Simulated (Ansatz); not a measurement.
# C₂H₃FO: taking an electron away

How much energy removes an electron from C₂H₃FO at fixed geometry? The cation is run at each level and the neutral's energy taken from earlier runs.

Computed with Ansatz 0.2.0, Gaussian basis. Level: unrestricted cation, the program's frozen cores in correlated methods.

Plan: UKS PBE-D4/def2-TZVPP; UKS r2SCAN-D4/def2-TZVPP; UKS PBE0-D4/def2-TZVPP; UKS B3LYP-D4/def2-TZVPP; UKS wB97X-V/def2-TZVPP; UKS wB97M-V/def2-TZVPP; UKS B2PLYP/def2-TZVPP; UHF-CCSD(T)/def2-TZVPP; UHF-MP2/def2-QZVPP; extrapolation to the limit; then −ε(HOMO) from the neutral's earlier runs with LDA (SPW92), PBE-D4, revPBE-D4, BLYP-D4, r2SCAN-D4, B97M-V, PBE0-D4, B3LYP-D4, r2SCANh-D4, r2SCAN0-D4, HSE06-D4, BHLYP-D4, CAM-B3LYP-D4, LC-ωPBE, ωB97X-V, ωB97M-V.

**1. The geometry**

An earlier PBE0-D4 in a triple-zeta def2 set relaxation fixed the geometry.

SMILES `O/C=C\F`, 7 atoms, charge 0, spin multiplicity 1.

Atoms are counted from 1 here; the program's logs count them from 0.

Bond lengths: O1–C2 1.349 Å, O1–H5 0.964 Å, C2–C3 1.324 Å, C2–H6 1.081 Å, C3–F4 1.351 Å, C3–H7 1.079 Å. Angles: C2–O1–H5 108.7°, O1–C2–C3 125.6°, O1–C2–H6 113.9°, C3–C2–H6 120.5°, C2–C3–F4 119.8°, C2–C3–H7 125.7°, F4–C3–H7 114.5°.

**2. Cation, UKS PBE-D4/def2-TZVPP**

Contents of in.yaml:

```yaml
crystal:
  periodic: [false, false, false]
  atoms:
    - {symbol: O, position_ang: [-0.959414, 1.150227, -0.179608]}
    - {symbol: C, position_ang: [0.078034, 0.487071, 0.370381]}
    - {symbol: C, position_ang: [0.502510, -0.714321, 0.010654]}
    - {symbol: F, position_ang: [-0.122177, -1.376448, -0.987874]}
    - {symbol: H, position_ang: [-1.339548, 0.604116, -0.877221]}
    - {symbol: H, position_ang: [0.569306, 1.027425, 1.168011]}
    - {symbol: H, position_ang: [1.332489, -1.246072, 0.449857]}
basis:
  gaussian: {orbitals: def2-TZVPP}
total_charge: 1
magnetization: {spin_polarized: true, initial_magnetization: 1}
hamiltonian: {xc: pbe, dispersion: d4}
```

Started as:

```
$ ansatz run in.yaml --threads 2 --pin off --events-out ev --progress --plain --max-ram 4352MiB
```

Further steps of the session: Cation, UKS r2SCAN-D4/def2-TZVPP; Cation, UKS PBE0-D4/def2-TZVPP; Cation, UKS B3LYP-D4/def2-TZVPP; Cation, UKS wB97X-V/def2-TZVPP; Cation, UKS wB97M-V/def2-TZVPP; Cation, UKS B2PLYP (frozen core)/def2-TZVPP; Cation, UHF-CCSD(T)/def2-TZVPP; Cation, UHF-MP2/def2-QZVPP.

Q: Predict the results of all the runs planned. Wanted: ionisation energy, CCSD(T)/CBS; nearest functional by difference; nearest −ε(HOMO); −ε(HOMO) of PBE; T1 of the cation.

As calculated:

| quantity | value |
| --- | --- |
| ionisation energy, CCSD(T)/CBS | 9.66 eV |
| nearest functional by difference | B3LYP-D4 (-0.27 eV) |
| nearest −ε(HOMO) | LC-ωPBE (-0.15 eV) |
| −ε(HOMO) of PBE | 5.46 eV |
| T1 of the cation | 0.022 |

What this shows: Energy differences with functionals land within 0.47 eV of the reference. The PBE orbital energy is 4.2 eV too small: a semilocal HOMO is no ionisation energy. Among orbital estimates LC-ωPBE comes nearest. Hartree-Fock falls 1.22 eV short, as the neutral has more correlation energy than the cation. The cation may have settled in a state other than its lowest; no search over hole states beyond the program's own was made.
